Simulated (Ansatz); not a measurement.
CH₆AlO, that is [Al(OMe)H3]- with one electron fewer. Total charge 0; doublet. Geometry r2SCAN-D4/def2-TZVPD, that of the charge -1 singlet; atoms count from 1.

```xyz
9

Al   -1.085    0.824    0.165
O    -0.326   -0.674   -0.435
C     1.021   -0.922   -0.233
H     1.313   -0.881    0.834
H     1.676   -0.201   -0.763
H     1.293   -1.927   -0.600
H    -2.671    0.754   -0.225
H    -0.351    2.120   -0.539
H    -0.868    0.908    1.796
```

Q: Estimate the Mulliken populations from the PBE0/def2-TZVPD orbitals of Ansatz.

A: 
```csv
atom,charge (e),spin (α − β)
Al1,0.21,0.04
O2,-0.18,0.40
C3,-0.39,0.00
H4,0.22,0.02
H5,0.21,0.03
H6,0.19,0.00
H7,-0.13,0.00
H8,-0.06,0.27
H9,-0.07,0.24
```
Mulliken values and Mayer orders depend strongly on the basis. With diffuse functions, as here, like atoms can get unlike values, and bond orders can come out too low or too high.

Q: Where does the spin sit?

A: Summed by element: Al 0.04, O 0.40, C 0.00, H 0.56, of 1 unpaired in all. Largest on single atoms: O2 0.40, H8 0.27, H9 0.24.

Q: And the Mayer bond orders between bonded heavy atoms (over 0.3)?

A: Al1–O2 1.04 (1.78 Å); O2–C3 0.87 (1.38 Å).
